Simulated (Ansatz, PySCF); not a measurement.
Li2, SMILES [Li][Li]. Atoms are numbered in the order given.

```xyz
2

Li     0.0000     0.0000    -1.3606
Li     0.0000     0.0000     1.3606
```

Geometry: B3LYP-D3(BJ)/def2-TZVPD.

Two levels are set side by side: PBE-D3(BJ)/def2-TZVPD (Ansatz, a first-principles code) and B3LYP-D3(BJ)/def2-TZVPD (Ansatz). Each level has its own optimised geometry; the coordinates shown are those of the second. Frequencies come from the Hessian of PySCF at each geometry. Differences are taken from unrounded values.

```tsv
quantity	B3LYP-D3(BJ)	PBE-D3(BJ)	PBE-D3(BJ) minus B3LYP-D3(BJ)
bond Li1–Li2 (Å)	2.721	2.746	0.025
highest harmonic wavenumber (cm⁻¹)	325	322	-3
mean harmonic wavenumber (cm⁻¹)	325	322	-3
zero-point energy (kcal/mol)	0.46	0.46	0.00
```

Here PBE gives about what the other level gives.
